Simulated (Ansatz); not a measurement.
# C₂H₂Li radical: single points off equilibrium

An exercise on one series of results from a longer session: the logs are not shown, and one member is left open.

Method: single points in def2-TZVPP; program: Ansatz 0.2.0, Gaussian basis.

Cores are frozen in the correlated methods. The outer core shell of Li, Na, Mg and K is correlated. Orbitals are unrestricted.

## Starting geometry

SMILES `[Li][C]=C`, 5 atoms, charge 0, spin multiplicity 2.

Atoms are counted from 1 here; the program's logs count them from 0.

Bond lengths: Li1–C2 1.880 Å, C2–C3 1.265 Å, C3–H4 0.962 Å, C3–H5 1.067 Å. Angles: Li1–C2–C3 170.7°, C2–C3–H4 143.3°, C2–C3–H5 102.4°, H4–C3–H5 112.4°.

Geometry (Å):

```xyz
5

Li   -2.2464    0.6351   -0.6735
C    -0.4829    0.2159   -0.1741
C     0.6576   -0.2566    0.1002
H     1.1244   -1.0692    0.3171
H     1.2063    0.6149    0.3802
```

Set-up of the first run:

run/in.yaml reads:

```yaml
crystal:
  periodic: [false, false, false]
  atoms:
    - {symbol: Li, position_ang: [-2.246400, 0.635100, -0.673500]}
    - {symbol: C, position_ang: [-0.482900, 0.215900, -0.174100]}
    - {symbol: C, position_ang: [0.657600, -0.256600, 0.100200]}
    - {symbol: H, position_ang: [1.124400, -1.069200, 0.317100]}
    - {symbol: H, position_ang: [1.206300, 0.614900, 0.380200]}
basis:
  gaussian: {orbitals: def2-TZVPP}
magnetization: {spin_polarized: true, initial_magnetization: 1}
correlation: {method: ccsd_t}
scf: {omitted_lower_state_checks: [cluster_reference]}
output: {forces: true}
```

No record of the launch command was kept for these runs.

Steps of the session up to this table: CCSD(T)/def2-TZVPP; PBE0-D4/def2-TZVPP; wB97M-V/def2-TZVPP; r2SCAN-D4/def2-TZVPP; PBE-D4/def2-TZVPP; HSE06-D4/def2-TZVPP; B97M-V/def2-TZVPP.

One table of the session follows, with a row left open; its other results are not shown here.

| method | RMS force component (eV/Å) | angle to CCSD(T) forces (°) | dipole (D) |
| --- | --- | --- | --- |
| CCSD(T) | 2.389 | reference | 5.45 |
| PBE0-D4 | 2.334 | 7.2 | 5.17 |
| wB97M-V | 2.299 | 7.8 | 5.24 |
| r2SCAN-D4 | 2.307 | 6.6 | 5.12 |
| PBE-D4 | ? | ? | ? |
| HSE06-D4 | 2.334 | 7.1 | 5.16 |
| B97M-V | 2.247 | 8.1 | 4.99 |

**Question.** Estimate the row for PBE-D4.

As computed: RMS force component (eV/Å): 2.350; angle to CCSD(T) forces (°): 6.6; dipole (D): 4.68. In the column «RMS force component (eV/Å)» it lies between HSE06-D4 (2.334) and CCSD(T) (2.389).
